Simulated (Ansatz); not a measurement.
Reaction (SMILES): C#N (CH-N) → CHN+ (doublet, bonded as C#N) + e-
B3LYP-D3(BJ)/def2-TZVP geometries, fixed; electronic energies without zero-point terms.

The adiabatic ionisation energy at CCSD(T) with Ansatz (a quantum-chemistry and plane-wave program), in eV, split into its Hartree-Fock and correlation parts. Cores are frozen. Open shells are unrestricted. No added dispersion term, no relativity. Functions are those of the species that has most.

```csv
basis,X,functions,Hartree-Fock,CCSD(T)
aug-cc-pVDZ,2,55,11.947,13.279
aug-cc-pVTZ,3,115,11.986,13.525
aug-cc-pVQZ,4,206,11.990,13.593
```

Worked estimate of the basis-set limit from each neighbouring pair, with Hartree-Fock from the larger set and the correlation part extrapolated as X^-3.
Correlation parts: X = 2: 1.332, X = 3: 1.539, X = 4: 1.603.
- (2,3): (27·(1.539) - 8·(1.332))/19 = 1.626; with Hartree-Fock 11.986 the estimate is 13.612 eV.
- (3,4): (64·(1.603) - 27·(1.539))/37 = 1.650; with Hartree-Fock 11.990 the estimate is 13.640 eV.
The last two estimates differ by 0.028 eV; the largest set lies 0.047 from the last. Over the last step Hartree-Fock moves by 0.004 and the correlation part by 0.064.
